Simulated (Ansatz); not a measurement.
Basis-set extrapolation for C₃HFO (`O=CC#CF`) (PBE0-D4/def2-TZVP geometry, frozen core, Ansatz 0.2.0). Multiplicity 1, RHF reference.

|  | def2-TZVPP | def2-QZVPP |
| --- | --- | --- |
| HF | -288.487659 | -288.499986 |
| MP2 correlation | -0.918292 | -0.989414 |
| CCSD(T) correlation | -0.965817 | not run |

Energies in hartree. Use E(X) = E(∞) + A·exp(−7.88·√X) for Hartree–Fock and E(X) = E(∞) + B·X^(−2.97) for correlation, with X = 3 and 4, and add CCSD(T) minus MP2 of the smaller set to the MP2 limit.

Problem. What is the CCSD(T) energy at the basis-set limit?

Solution. HF limit: -288.499986 + (-0.012327) × 0.13774 = -288.50168. MP2 limit: -0.989414 + (-0.071122) × 0.74074 = -1.04210. Higher-order term: -0.965817 − (-0.918292) = -0.04753. Total: -289.59131 hartree, 3.75 eV below CCSD(T)/def2-TZVPP.
